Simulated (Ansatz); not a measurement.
Born–Oppenheimer molecular dynamics of CH3SSi (6 atoms, charge 1, multiplicity 1). It starts at the highest image of a converged band. Of that band: The profile has 2 maxima (images 1, 4) with wells between them (image 2): this band takes more than one step, which may be the mechanism or a detour left from its start path. Neighbouring images differ by up to 2.6 eV, so the band resolves the path poorly. A vibrational analysis at the climbing image gives one clearly imaginary mode, 1604i cm⁻¹: a first-order saddle point.

These are results of RKS PBE-D4/6-31G* (Ansatz 0.2.0), not measurements.

```
ensemble                      : NVE (velocity Verlet)
time step                     : 0.5 fs
steps asked                   : 200
starting velocities drawn for : 300 K
seed                          : 10759
```

First frame:

```xyz
6
Properties=species:S:1:pos:R:3
C -0.474 -0.098 -0.705
Si -0.196 0.793 0.831
S 1.376 0.196 1.926
H -1.308 -0.818 -0.754
H -0.218 0.396 -1.656
H 0.821 -0.470 0.359
```

**Question.** How far do the bonds stretch over the last three quarters of this one trajectory? (Pairs bonded in most of those frames.)

**Answer.** 
```json
{"bond": "C1–Si2", "mean (Å)": "1.933", "spread (Å)": "0.104", "shortest": "1.77", "longest": "2.11"}
{"bond": "C1–H4", "mean (Å)": "1.113", "spread (Å)": "0.034", "shortest": "1.05", "longest": "1.18"}
{"bond": "C1–H5", "mean (Å)": "1.110", "spread (Å)": "0.016", "shortest": "1.07", "longest": "1.14"}
{"bond": "Si2–S3", "mean (Å)": "1.967", "spread (Å)": "0.107", "shortest": "1.80", "longest": "2.14"}
```

Mean temperature of the second half: 3475 K. The conserved energy stayed within 4.6 meV per atom of its start (net change 0.34 meV per atom), so there is no drift, though single steps change it by up to 32 meV in the whole system, a sign of fast motions only just resolved. The system heated up, since it started high on the potential surface and ran downhill. A run of 0.1 ps of so small a system gives no equilibrium averages. The orbitals stay closed-shell, which can raise the energy where a bond breaks towards radicals; this wasn't checked here. Limits of this set-up: the dipole of an ion depends on the origin.

Run time: 4.4 min on 1 thread of Arm Neoverse V1 (shared host), peak memory 0.11 GiB.
